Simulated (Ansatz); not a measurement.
The first iterations of a band of H₆OSi₂ (9 atoms, charge 0, multiplicity 1).

Theory: UKS B3LYP/def2-SVP in Ansatz.

```
movable images  : 5
climbing image  : yes
spring          : 5.0 eV/Å²
optimiser       : quadratic models (default)
start path      : through a guess of the saddle point
force threshold : 0.05 eV/Å
iteration limit : 60
end points      : relaxed
```

Image 0:

```xyz
9
Properties=species:S:1:pos:R:3
Si 0.213 1.459 0.161
Si 1.152 -0.732 0.471
H -1.755 1.296 -1.582
O -1.173 0.626 -1.191
H -0.795 1.192 1.290
H 0.109 -1.819 0.388
H 2.201 -1.098 -0.534
H 1.788 -0.849 1.824
H -1.739 -0.075 -0.828
```

Image 6:

```xyz
9
Properties=species:S:1:pos:R:3
Si -0.560 0.720 -0.065
Si 1.152 -0.805 0.449
H 0.017 1.972 -0.655
O -1.580 -0.057 -1.147
H -1.287 1.128 1.181
H 0.587 -2.052 1.043
H 1.927 -1.160 -0.777
H 2.085 -0.186 1.439
H -2.342 0.441 -1.467
```

| iteration | highest image above the first end (eV) | largest band force component (eV/Å) |
| --- | --- | --- |
| 1 | 1.879 | 15.133 |
| 2 | 1.058 | 1.932 |
| 3 | 0.924 | 1.194 |
| 4 | 0.642 | 1.348 |
| 5 | 0.414 | 0.915 |

Does the band converge within its limit, and where does its top end?

The run converged. It ended after 15 iterations with the highest image 0.996 eV above the first end. Neighbouring images differ by up to 1.8 eV, so the band resolves the path poorly. A vibrational analysis at the climbing image gives one clearly imaginary mode, 1461i cm⁻¹: a first-order saddle point. The orbitals stay closed-shell, which can raise the energy where a bond breaks towards radicals; this wasn't checked here.

The run took 84 s on 2 threads of Intel(R) Xeon(R) 6975P-C (Granite Rapids), with other jobs on the host, peak memory 0.22 GiB.
